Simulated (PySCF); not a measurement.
Molecule: SMILES C=C(F)/C=N\C, C$_{4}$H$_{6}$FN.

Structure with atom numbers: `[CH2:1]=[C:2]([F:3])/[CH:4]=[N:5]\[CH3:6]`. Hydrogens are named by the atom that carries them. Ha(C1) is cis to F3; Hb(C1) is trans to F3.

Geometry PBE0-D3(BJ)/def2-SVP throughout; GIAO in PySCF, gas phase, one conformer, non-relativistic; equivalent atoms averaged; functional PBE0.

(1) How do the absolute shieldings σ depend on the basis set? (a selection of nuclei; ppm; last column core-seconds on shared hosts with different chips, so compare them loosely)

(2) Which nucleus among those listed moves most, in ppm?

(3) Taking the largest basis, IGLO-III (270 functions), as the yardstick, rank the others by their worst heavy-atom deviation.

## Answers

(1) 
```
    basis set  functions     C2     C1     C6     F3      N5  H(C4)  Hb(C1)  Ha(C1)  H(C6)  core-s
       STO-3G         36  110.5  142.5  195.3  310.8   -11.5  24.14   27.64   27.67  29.46     2.5
        6-31G         66   47.0   97.5  158.0  278.5  -121.0  23.98   27.45   27.24  28.64     4.6
     pcSseg-0         66   22.0   79.0  146.3  269.9  -184.2  24.09   27.49   27.31  28.54     5.2
       6-31G*         96   44.7   95.4  153.2  289.4   -93.7  24.04   27.23   27.03  28.49       7
     def2-SVP        114   38.5   93.6  152.9  289.6  -114.7  23.57   26.57   26.33  27.94     8.3
      cc-pVDZ        114   41.2   95.9  154.9  284.1  -106.8  23.44   26.51   26.29  27.82      10
  aug-cc-pVDZ        192   40.6   94.9  153.4  289.8  -103.1  23.05   26.23   26.06  27.74      22
6-311+G(2d,p)        198   25.1   82.0  143.8  276.9  -128.9  23.27   26.49   26.32  27.99      21
    def2-TZVP        222   23.0   81.7  143.2  275.7  -132.6  23.28   26.41   26.32  27.96      26
      cc-pVTZ        264   25.2   83.2  144.1  275.3  -131.0  23.16   26.19   26.13  27.76      34
     IGLO-III        270   17.1   75.7  139.5  274.7  -142.2  23.13   26.26   26.16  27.81      34
```

(2) N5 (imine nitrogen): from -184.2 ppm with pcSseg-0 to -11.5 ppm with STO-3G. The smallest spread is 1.09 ppm, at H(C4). Proton shifts span only some 12 ppm, so a few tenths of a ppm matter as much there as several ppm in carbon.

(3) def2-TZVP 9.6 ppm (222 functions), cc-pVTZ 11.2 ppm (264 functions), 6-311+G(2d,p) 13.3 ppm (198 functions), def2-SVP 27.5 ppm (114 functions), 6-31G 29.9 ppm (66 functions), cc-pVDZ 35.4 ppm (114 functions), aug-cc-pVDZ 39.1 ppm (192 functions), pcSseg-0 42.1 ppm (66 functions), 6-31G* 48.5 ppm (96 functions), STO-3G 130.7 ppm (36 functions).

A small basis that lands close on one nucleus may do so by chance; judge by the trend and by all nuclei.
